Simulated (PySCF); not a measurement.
CH₈BN.
Bonds: C1–B2, B2–N3. Hydrogens: H4, H5, H6 on C1; H7, H8 on B2; H9, H10, H11 on N3.

Computed by this run: PBE0-D3(BJ)/def2-SVP geometry optimisation, gas phase (PySCF 2.14.0); density fitting, grid level 1; the optimiser is geomeTRIC in internal coordinates, started from a GFN2-xTB structure with every atom displaced at random (about 0.01 Å).

Step 0: E = -3327.6769 eV
```
atom  x, y, z in Å  |  force x, y, z in eV/Å
C1      1.2152    0.4667   -0.2586   -0.914   0.506  -0.361
B2      0.1328   -0.7245   -0.0580    0.371   1.081   0.163
N3     -1.3207    0.0313    0.2898    1.824  -0.127   1.130
H4      2.2174    0.1131   -0.5071    0.250  -0.212  -0.029
H5      0.9089    1.1536   -1.0888    0.213  -0.231   0.194
H6      1.3035    1.1119    0.6297    0.159   0.050   0.204
H7      0.3823   -1.4069    0.8923   -0.069  -0.475   0.595
H8     -0.0590   -1.3411   -1.0534   -0.310  -0.557  -0.740
H9     -2.0285   -0.6517    0.4648   -0.789  -0.489   0.020
H10    -1.1676    0.5872    1.1449   -0.244  -0.164  -0.464
H11    -1.5463    0.6345   -0.4715   -0.491   0.618  -0.711
```

**Question.** Estimate the geometry and energy of step 1. (The exact step hangs on the optimiser's Hessian estimate; all steps are aligned on step 0, rigid shifts and turns removed.)

**Answer.** E = -3327.7769 eV, largest force 0.524 eV/Å
```
atom  x, y, z in Å  |  force x, y, z in eV/Å
C1      1.2129    0.4972   -0.2631    0.194   0.015  -0.006
B2      0.1572   -0.6934   -0.0414   -0.095  -0.188  -0.088
N3     -1.2808    0.0059    0.2984   -0.439   0.272  -0.088
H4      2.1998    0.0812   -0.5389   -0.104   0.044   0.047
H5      0.9338    1.1826   -1.0842   -0.003   0.026  -0.043
H6      1.3808    1.1215    0.6365    0.000  -0.046  -0.026
H7      0.3864   -1.4178    0.9278    0.001   0.025  -0.039
H8     -0.1019   -1.3475   -1.0593    0.123   0.031   0.103
H9     -2.0334   -0.6722    0.4417    0.133  -0.015  -0.110
H10    -1.2548    0.5881    1.1352    0.153   0.037   0.138
H11    -1.5619    0.6287   -0.4684    0.037  -0.203   0.111
```

The energy changes by -0.1000 eV. The first-order estimate −F·Δx gives -0.2553 eV and the mean of the old and new forces, exact on a quadratic surface, -0.1001 eV. The step makes an angle of 63° with the force vector and moves no atom by more than 0.088 Å.

What follows is the cost of the whole optimisation. The run took 8.0 s wall on one thread, Arm Neoverse V2 (aarch64), shared host with 96 logical CPUs at a one-minute load of 30, and the process peaked at 0.35 GiB of memory.
